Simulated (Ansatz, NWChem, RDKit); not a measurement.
How methods differ on Si3H8 (trisilane)

The species is Si3H8 (11 atoms), meant as a singlet with charge 0. SMILES: `[SiH3][SiH2][SiH3]`. The coordinates come from a PBE0-D4/def2-TZVP relaxation.

Quantity: the HOMO–LUMO gap, in eV. The values are calculated.

| level | kind | program | value (eV) | CPU time |
| --- | --- | --- | --- | --- |
| extended Hückel | semi-empirical | RDKit | 12.10 | under 2 s |
| HF/6-31G* (spherical functions) | Hartree–Fock | Ansatz | 13.74 | 1 s |
| SVWN5/6-31G* (spherical functions) | LDA | Ansatz | 6.16 | 1.8 s |
| revPBE/6-31G* (spherical functions) | GGA | Ansatz | 6.30 | 2.6 s |
| r2SCAN/6-31G* (spherical functions) | meta-GGA | Ansatz | 6.82 | 4.9 s |
| B3LYP/6-31G* (spherical functions) | global hybrid | Ansatz | 7.76 | 3.2 s |
| wB97X/6-31G* (spherical functions) | range-separated hybrid | NWChem | 12.34 | 46 s |
| PBE-QIDH/6-31G* (spherical functions) | double hybrid | Ansatz | 11.47 | 4.8 s |

The values span 6.16 to 13.74 eV. Orbital gaps aren't excitation energies, and those of double hybrids come from the SCF part alone; they tend to grow with the share of exact exchange. Times are those of the runs behind each value, whatever else they computed, on shared processors of several kinds: orders of magnitude only.
